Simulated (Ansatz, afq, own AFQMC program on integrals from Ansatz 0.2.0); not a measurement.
AFQMC on a folder of integrals that Ansatz 0.2.0 wrote.

```yaml
crystal:
  periodic: [false, false, false]
  atoms:
    - {symbol: B, position_ang: [0.000000, 0.000000, -1.467200]}
    - {symbol: N, position_ang: [0.000000, 0.000000, -0.205200]}
    - {symbol: Ga, position_ang: [0.000000, 0.000000, 1.672400]}
basis:
  gaussian: {orbitals: cc-pVDZ}
magnetization: {spin_polarized: true, initial_magnetization: 1}
correlation: {method: ccsd_t, electrons: outside_noble_gas, hamiltonian_folder: ham}
```

```sh
$ ansatz run in.yaml --threads 1 --pin off --events-out ev --progress --plain --max-ram 1843MiB
```

afq runs on the folder ham with

```
--method free --trial cisd --walkers 60 --time-step 0.03 --max-blocks 80 --target-error 0.0004 --factor-cut 1e-05 --seed 3834 --times 0,0.21,0.42,0.81,1.2,1.8,2.4,3 --taylor-order 8
```

Times are imaginary, in 1/Eh. The walk had a cap of 1475 s. Filled inner d shells are frozen with the cores.

Log:

```
orbitals 39  electrons 6 5  factors 300 of 593
reference energy -2002.32889221 Eh
CCSD correlation -0.27307138 Eh in 16 cycles, weight of the determinant in the CISD state 0.8463
repeat  energy at the last time / Eh  error
    10  -2002.612569  0.004374
    20  -2002.612622  0.002491
    30  -2002.613055  0.001802
    40  -2002.612892  0.001465
    50  -2002.613650  0.001366
    60  -2002.614052  0.001243
    70  -2002.614844  0.001220
    80  -2002.615511  0.001191
time / (1/Eh)  energy / Eh  error  mean overlap
  0.00  -2002.601729  0.000358  1.1809
  0.21  -2002.608168  0.000371  1.1813
  0.42  -2002.611460  0.000470  1.1785
  0.81  -2002.613337  0.000490  1.1882
  1.20  -2002.615021  0.000568  1.1801
  1.80  -2002.613434  0.000676  1.2224
  2.40  -2002.615723  0.000887  1.2484
  3.00  -2002.615511  0.001191  1.2610
energy -2002.615511 +/- 0.001191 Eh
```

The run passed its tests (error under three times the target), which doesn't prove that it has relaxed.

Against this walk (error 32.4 meV) on the same determinant: CCSD(T) 32.0 meV higher (within the noise), CCSDT(Q) 34.8 meV lower (within the noise). The error is statistical, and a free projection of finite length keeps a remainder of its start.

Cautions: remainder of the start not in the error; error above the target (32.4 against 10.9 meV); no relativity below Rb; no spin-orbit coupling; inner d shell frozen; unrestricted determinant slightly spin contaminated (⟨S²⟩ 0.83 against 0.75).

The walk took 5 min on 1 thread of Arm Neoverse V1, on a shared host. The log's last line is the free-projection energy.

CCSDT and higher add their correlation energy to the determinant of the CCSD(T) run, since their own runs factorise the integrals more tightly (a shift of under 2 meV). A walk keeps the symmetry of its determinant, which the program's search chose and which needn't be the lowest solution, so a lower state of the same spin and another symmetry isn't excluded.
